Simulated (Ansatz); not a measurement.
# Antimony, A7 rhombohedral: B3LYP after BLYP

Aim: see what exact exchange does to the levels, and what it costs. Spin polarisation is left out. The geometry was relaxed under BLYP beforehand and is kept. Exact exchange is dear, so the k-mesh is coarse, and BLYP is run on the same mesh for comparison.

Program: Ansatz 0.2.0. Level of theory: DFT, plane waves (420 eV) with PBE-made PAW files, scalar-relativistic; functionals as named at each step. These are calculated values, not measurements.

## 1. The structure to begin with

It takes space group R-3m (No. 166, trigonal). The conventional cell has a = 4.257 Å, b = 4.257 Å, c = 25.547 Å, α = 90.00°, β = 90.00°, γ = 120.00°. Around Sb (site symmetry 3m) lie 3 Sb at 2.94 Å.

Coordinates:

```cif
data_structure
_symmetry_space_group_name_H-M 'R-3m:H'
_symmetry_Int_Tables_number 166
_cell_length_a 4.2567
_cell_length_b 4.2567
_cell_length_c 25.5466
_cell_angle_alpha 90.000
_cell_angle_beta 90.000
_cell_angle_gamma 120.000
_cell_volume 400.88
loop_
_atom_site_label
_atom_site_type_symbol
_atom_site_symmetry_multiplicity
_atom_site_Wyckoff_symbol
_atom_site_fract_x
_atom_site_fract_y
_atom_site_fract_z
_atom_site_occupancy
Sb1 Sb 6 c 0.33333 0.66667 0.86492 1
```

## 2. BLYP on the coarse mesh

The run with BLYP.

input.yaml reads:

```yaml
crystal:
  lattice:
    - [2.1283567848, 1.2288073626, 8.5155473417]
    - [-2.1283567848, 1.2288073626, 8.5155473417]
    - [0.0, -2.4576147252, 8.5155473418]
  atoms:
    - { symbol: Sb, position: [0.1982491947, 0.1982491947, 0.1982491947] }
    - { symbol: Sb, position: [0.8017508053, 0.8017508053, 0.8017508053] }
hamiltonian:
  xc: blyp
  pseudopotentials:
    kind: paw
    azcp:
      Sb: "pseudopotentials/Sb.paw.azcp"
basis:
  ecutwfc: 420
  fft_grid_basis: typed
kpoints:
  mp_grid: { grid: [5, 5, 5], shift: [0, 0, 0] }
magnetization:
  spin_polarized: false
scf:
  occupations: { method: fermi_dirac, width: 0.1 }
```

## 3. B3LYP, coarse mesh

The run with B3LYP.

Changes to input.yaml since step 2:

```diff
@@ -9,3 +9,3 @@
 hamiltonian:
-  xc: blyp
+  xc: b3lyp
   pseudopotentials:
```

(Steps that only read results are left out.)

Before running it: what results should come out? Wanted: BLYP: gap; B3LYP: gap.

The runs gave:

| quantity | value |
| --- | --- |
| BLYP: gap | 1.33 eV |
| B3LYP: gap | 2.29 eV |
| B3LYP: SCF cycles, exchange loops | 12, 2 |
| B3LYP: CPU time over that of BLYP | 35 |

What this shows: The gap goes from 1.33 eV under BLYP to 2.29 eV under B3LYP. B3LYP cost 35 times the CPU time of BLYP. The exchange operator of B3LYP was renewed in 2 outer loops. The cell taken over is 121 % larger than the measured one (30.20 Å³/atom, COD); without dispersion its layers, chains or molecules have drifted apart, so it no longer stands for the bulk solid. Real antimony in this structure is a semimetal; the gap seen here comes from the mesh, the geometry or the functional. The total energies in the logs cannot be compared from one functional to another.
